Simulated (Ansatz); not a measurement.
## C2H7N, singlet in 6-31G*: errors against RCCSDT(Q)

Geometry: MP2(full)/6-31G*, from the G2/97 set.

| atom | x (Å) | y (Å) | z (Å) |
| --- | --- | --- | --- |
| C | -0.0160 | -0.2566 | 1.2049 |
| N | -0.0160 | 0.5606 | 0.0000 |
| C | -0.0160 | -0.2566 | -1.2049 |
| H | 0.8030 | -0.9946 | 1.2485 |
| H | 0.0511 | 0.3893 | 2.0834 |
| H | -0.9607 | -0.8049 | 1.2617 |
| H | 0.8168 | 1.1463 | 0.0000 |
| H | 0.8030 | -0.9946 | -1.2485 |
| H | 0.0511 | 0.3893 | -2.0834 |
| H | -0.9607 | -0.8049 | -1.2617 |

Basis 6-31G* (Cartesian d functions); Ansatz 0.2.0. Only valence electrons are correlated (noble-gas cores frozen), which leaves 20 electrons in 56 orbitals. R marks a restricted (for open shells ROHF) determinant. Active spaces: frontier = (8e, 8o) about the gap.

Full CI isn't at hand for all of this; RCCSDT(Q) serves as the reference, and is uncertain by about the last step of the cluster series.

* UHF ⟨S²⟩: 0.000
* T1 diagnostic (RCCSD): 0.0081
* largest doubles amplitude (RCCSD): 0.021

| level | E − E(RHF) (eV) |
| --- | --- |
| RMP2 | -11.6272 |
| RCCSD | -12.6974 |
| RCCSD(T) | -13.0161 |

(1) Estimate how far RCCSDT(Q) in 6-31G* lies from RCCSD(T). The table doesn't fix it; the size of (T) and the diagnostics are the guide.

(1) RCCSDT(Q) in 6-31G* lies 38 meV below RCCSD(T), which is 12 % of the (T) step (-319 meV). The diagnostics are small and one determinant leads, so the series closes fast and only a small part of (T) is left.

The other levels:

| level | E − E(RCCSDT(Q)) (meV) | share of correlation (%) | wall time |
| --- | --- | --- | --- |
| CISD | 1782 | 86.35 | 5.5 s |
| BCCD(T) | 37 | 99.71 | 1.4 s |
| RCCSDT | 20 | 99.85 | – |
| CASSCF (frontier space) | 10154 | 22.22 | – |
| NEVPT2 (frontier space) | 1601 | 87.74 | 5.5 s |
| MRCISD (frontier space) | 1145 | 91.23 | – |
| MRCISD+Q (frontier space) | 176 | 98.65 | 7 s (H100) |

The correlation energy at RCCSDT(Q), counted from RHF, is -13.055 eV. That run took 6 s on 2 threads of AMD EPYC 7R13 with a shared H100 80 GB, shared host.

Times hold each run's SCF and search for its determinant on a shared host, so for small cases they say little of a method's own cost; rows without a card ran on 1 thread of AMD EPYC 7R13.

Atomization energy (electronic, same basis, no zero-point term; atoms at the same level, unrestricted beside the R rows where the molecule is a closed shell, with restricted open-shell steps beyond CCSDT(Q)) at RCCSDT(Q): 3282.0 kJ/mol. Errors of other levels:

| level | error (kJ/mol) |
| --- | --- |
| RHF | -648.1 |
| RMP2 | 12.2 |
| CISD | -158.9 |
| RCCSD | -25.8 |
| RCCSD(T) | -1.7 |
| BCCD(T) | -0.9 |
| RCCSDT | -1.7 |

This basis is far from its limit, so the value isn't to be set against a measured one. Truncated CI isn't size-consistent, which counts against it in atomization.
